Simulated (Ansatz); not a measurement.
Start from BAs in the zinc blende structure (space group F-43m, No. 216; a = 4.809 Å).

All numbers come from Ansatz (an electronic-structure program), PBE, PAW, cutoff 420 eV, without spin-orbit coupling, earlier PAW set.

Now apply this change: full substitution B → Ga, then cell and atoms are relaxed.

Measured lattice parameter a: BAs 4.777 Å (room temperature; as listed in M J Lucero, T M Henderson, G E Scuseria, Journal of Physics Condensed Matter (2012)); GaAs 5.64 Å (static lattice; corrected from measurement; as listed in Daniel Mejia-Rodriguez, S. B. Trickey, Phys. Rev. B (2018)).

Q: How well does PBE reproduce the measured shift?

A: With PBE the lattice parameter a moves by +0.937 Å (4.809 → 5.746) against +0.863 Å measured. The two measured values stand on different bases (one corrected, one not), which blurs small differences.

Whether these cells are dynamically stable was not tested.
